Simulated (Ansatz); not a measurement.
Reaction: CH4 (methane, SMILES C) → CH3 (SMILES [CH3], doublet) + H (doublet) (the C-H bond breaks)
Each species at its own B3LYP-D3(BJ)/def2-TZVP minimum (Ansatz, a quantum-chemistry and plane-wave program).

Property: bond dissociation energy (electronic), in kJ/mol. Open shells are spin-unrestricted; no spin-orbit coupling. CBS(X,Y): correlation extrapolated as X^-3, Hartree-Fock from the larger set (Q,5: extrapolated as (X+1)exp(-9√X)). A bracket is a step between two methods taken in the basis named. The functionals are non-relativistic, so their misses hold any scalar relativity. Double hybrids freeze cores in their MP2 part. '+ core + X2C': CCSD(T) terms for core correlation (cc-pwCVTZ) and scalar relativity (cc-pVTZ-DK). For partners of very few electrons the exact lower level stands in for a higher one.

CCSD(T)/CBS(cc-pVQZ,cc-pV5Z) + [CCSDT(Q) - CCSD(T)]/cc-pVQZ + [CCSDTQ - CCSDT(Q)]/cc-pVDZ + core + X2C (Ansatz) gives 470.7 kJ/mol.

**Question.** How far off this value is PBE/def2-TZVPD (Ansatz), in which direction, and which of these levels come nearer: r2SCAN/def2-TZVPD, PBE0/def2-TZVPD, B2PLYP/def2-TZVPD, CCSD(T)/CBS(cc-pVQZ,cc-pV5Z) + core + X2C?

**Answer.** PBE gives 460.0 kJ/mol, 10.7 kJ/mol below it. Differences of the others: r2SCAN/def2-TZVPD (Ansatz) -20.6; PBE0/def2-TZVPD (Ansatz) -13.9; B2PLYP/def2-TZVPD (Ansatz) -9.4; CCSD(T)/CBS(cc-pVQZ,cc-pV5Z) + core + X2C (Ansatz) 0.1 kJ/mol. Nearer than PBE: B2PLYP/def2-TZVPD, CCSD(T)/CBS(cc-pVQZ,cc-pV5Z) + core + X2C.
